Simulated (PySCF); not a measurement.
Species: methylidyne cation CH+, CH (charge +1 and singlet state).
Numbering: `[CH+:1]` (hydrogens: H2 on C1)

Theory: core-valence-separated Tamm–Dancoff BHandHLYP/aug-pcX-1 (pcseg-1 on H) in PySCF, non-relativistic, gas phase, PBE0-D3(BJ)/def2-SVP geometry. The energies are unshifted.

(1) What does the C 1s absorption edge look like?

Results:

(1) 
```json
{"E (eV)": "281.53", "f": "0.2447", "core hole on": "C1", "main final orbital": "LUMO/LUMO+1 (2 roots, f summed)", "polarisation": "across the axis"}
{"E (eV)": "293.92", "f": "0.0465", "core hole on": "C1", "main final orbital": "LUMO+2 (81 %)", "polarisation": "along the axis"}
{"E (eV)": "297.66", "f": "0.0094", "core hole on": "C1", "main final orbital": "LUMO+3 (75 %)", "polarisation": "along the axis"}
{"E (eV)": "298.59", "f": "0.0277", "core hole on": "C1", "main final orbital": "LUMO+4/LUMO+5 (2 roots, f summed)", "polarisation": "across the axis"}
{"E (eV)": "299.36", "f": "0.0003", "core hole on": "C1", "main final orbital": "LUMO+6 (80 %)", "polarisation": "–"}
```

The first line with a tenth or more of the strongest one's intensity is at 281.53 eV (f = 0.245, sum of 2), with the hole on C1 (carbon bonded to H), polarised across the axis. It is also the strongest listed.

Roots within 0.03 eV whose holes lie on the same, on equivalent or on shared atoms are summed into one line, and the highest roots are left out, as the search may have cut off their partners. Final orbitals are the ground state's empty Kohn–Sham orbitals. A dash: too weak, shared between unlike atoms, or no plane or axis to refer to.

Q: What are the wavelength and the wavenumber of the 281.53 eV line?

A: λ = 12398.42 eV Å/281.53 eV = 44.039 Å; 2.2707 × 10⁶ cm⁻¹.

Only the lowest roots of each edge were sought.
